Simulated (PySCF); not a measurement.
## methylcyclopentane: calculation and literature

Geometry (Å), atoms numbered from 1 in this order:
```xyz
18

C     2.0708   -0.6173   -0.1473
C     0.5561   -0.5383   -0.1765
C    -0.1009   -0.2512    1.1757
C    -1.5361    0.1757    0.8358
C    -1.4881    0.6783   -0.6284
C    -0.0173    0.5797   -1.0487
H     2.4849   -0.8128   -1.1488
H     2.4207   -1.4199    0.5210
H     2.5046    0.3302    0.2140
H     0.1562   -1.5000   -0.5524
H     0.4432    0.5787    1.6607
H    -0.0554   -1.1078    1.8663
H    -1.9072    0.9454    1.5293
H    -2.2257   -0.6781    0.9267
H    -2.1097    0.0364   -1.2724
H    -1.8827    1.6996   -0.7378
H     0.5148    1.5188   -0.8122
H     0.1154    0.3995   -2.1271
```

PySCF 2.14 calculation with shielding tensors at PBE0/pcSseg-1 (GIAO) and geometry from PBE0-D3(BJ)/def2-SVP; non-relativistic, isolated molecule, single conformer, averaged over atoms made equivalent by symmetry, fast rotation or ring inversion.

Reference values: measured (solution, not stated per compound (mostly CDCl3 or CCl4); Pretsch, Buehlmann, Badertscher, Structure Determination of Organic Compounds, 4th ed. (2009)).
```csv
atoms,quantity,reference,computed,"computed, scaled"
C2,δ ¹³C,34.8,38.4,36.5
C3/C6,δ ¹³C,34.8,37.9,36.0
C4/C5,δ ¹³C,25.4,25.9,24.3
```

Computed shifts are σ(ref) − σ with the named reference compound (TMS for H and C) calculated as an isolated molecule at the same level. The measured values may be among those fitted. Shieldings were converted by linear fits to measured shifts (mostly CDCl3, TMS scale, for H and C): ¹³C: δ = 177.62 − 0.967σ (rms 1.9 ppm, 903 shifts, 2.3 ppm with the 23 outliers that the fit left out). Occasional misses reach two or three times the rms, and more in compound classes unlike the fitted ones.

**Question.** How far are the unscaled ¹³C shifts from the references?

**Answer.** Mean signed difference +2.40 ppm, mean absolute 2.40 ppm over 3 comparisons; the largest is +3.6 ppm at C2 (sp3 CH in a ring).

3 of the 6 published NMR values on file for this molecule are compared.
